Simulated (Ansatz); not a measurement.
# Li₂ (singlet): from Hartree-Fock to the top rungs, 6-31G

Aim: climb from Hartree-Fock through coupled cluster for Li₂ (singlet) at one geometry and basis, and see what each rung misses.

Method: 6-31G, core rule «outside noble gas», up to 2 orbitals frozen; program: Ansatz 0.2.0, Gaussian basis.

To be run: UHF; CCSD(T) on RHF; CCSD(T) on UHF; BCCD(T) on RHF; Full CI.

21 further runs of the same task are left out: 7 for a known fault of the program, 5 that didn't finish, 9 set aside as unsound or not needed.

**1. What is computed**

The geometry is an MP2(full)/6-31G* stationary point (not a proven minimum).

2 atoms, charge 0, spin multiplicity 1.

Atoms are counted from 1 here; the program's logs count them from 0.

No contacts short enough for the rule that draws bonds.

**2. UHF**

Contents of in.yaml:

```yaml
crystal:
  periodic: [false, false, false]
  atoms:
    - {symbol: Li, position_ang: [0.000000, 0.000000, 0.000000]}
    - {symbol: Li, position_ang: [0.000000, 0.000000, 2.773060]}
basis:
  gaussian: {orbitals: 6-31G}
magnetization: {spin_polarized: true, initial_magnetization: 0}
hamiltonian: {xc: hf}
output: {orbitals: {seedname: orbitals}}
```

Started as:

```sh
ansatz run in.yaml --threads 1 --pin off --events-out ev --progress --plain --max-ram 2393MiB
```

Further steps of the session: CCSD(T) on RHF; CCSD(T) on UHF; BCCD(T) on RHF; Full CI.

**Question.** What will the summary of the whole plan be? Wanted: FCI below the RHF energy; RMP2 from FCI; RCCSD from FCI; RCCSD(T) from FCI; T1 diagnostic; effectively unpaired electrons.

As calculated:

```
                         quantity                     value
         FCI below the RHF energy                -0.7288 eV
                    RMP2 from FCI            +7.08 kcal/mol
                   RCCSD from FCI             0.00 kcal/mol
                RCCSD(T) from FCI             0.00 kcal/mol
levels within 1 kcal/mol (43 meV)  RCCSD, RCCSD(T), BCCD(T)
                    T1 diagnostic                     0.021
   effectively unpaired electrons                      0.14
```

In words: RCCSD(T) lands 0.00 kcal/mol from the yardstick (0.0 % of the correlation energy). One determinant dominates. These misses are within one basis, not against nature. With two correlated electrons CCSD is exact in the basis.
